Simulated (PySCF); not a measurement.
# What binds SiO: the parts of the energy along the bond

State: ¹Σ⁺, singlet, closed shell. RHF-based CCSD(T) in PySCF 2.14 with Si cc-pV(T+d)Z, O cc-pVTZ and Si cc-pV(Q+d)Z, O cc-pVQZ (frozen core orbitals: 6; no relativity). Correlation energies are extrapolated as n⁻³ (n = 3, 4), Hartree–Fock as (n+1)·exp(−9√n). CV is the change on freezing 1 orbitals instead, in Si cc-pwCVTZ, O cc-pwCVTZ. SR is the spin-free X2C energy in Si cc-pVTZ-DK, O cc-pVTZ-DK less the non-relativistic one in Si cc-pVTZ, O cc-pVTZ. All energies in eV from Si + O.

| R (Å) | HF/CBS | CCSD corr. | (T) | CV | SR | total |
| --- | --- | --- | --- | --- | --- | --- |
| 1.3344 | -3.865 | -2.786 | -0.2615 | -0.0889 | 0.0026 | -6.999 |
| 1.3950 | -4.564 | -2.892 | -0.2933 | -0.0659 | 0.0069 | -7.808 |
| 1.4557 | -4.836 | -3.003 | -0.3288 | -0.0475 | 0.0096 | -8.205 |
| 1.5163 | -4.799 | -3.118 | -0.3684 | -0.0330 | 0.0112 | -8.307 |
| 1.5770 | -4.541 | -3.236 | -0.4123 | -0.0215 | 0.0119 | -8.199 |
| 1.6528 | -4.009 | -3.384 | -0.4736 | -0.0106 | 0.0119 | -7.865 |
| 1.7286 | -3.327 | -3.533 | -0.5425 | -0.0026 | 0.0113 | -7.393 |

A fit to the total gives Re = 1.5118 Å, De = 8.307 eV, ωe = 1244.1 cm⁻¹, Be = 0.7247 cm⁻¹ (masses 27.9769 and 15.9949 u).

At R = 1.5163 Å the CCSD correlation energy is -0.338568 hartree in the smaller basis and -0.359553 in the larger. Extrapolate it.

(4³·E4 − 3³·E3)/(4³ − 3³) = -0.37487 hartree; the larger basis holds 95.9 % of it.

The T1 diagnostic is 0.027, large enough to doubt a single reference. The open-shell atoms are computed with UHF. Spin–orbit coupling, excitations beyond (T) and corrections to the Born–Oppenheimer picture are left out.
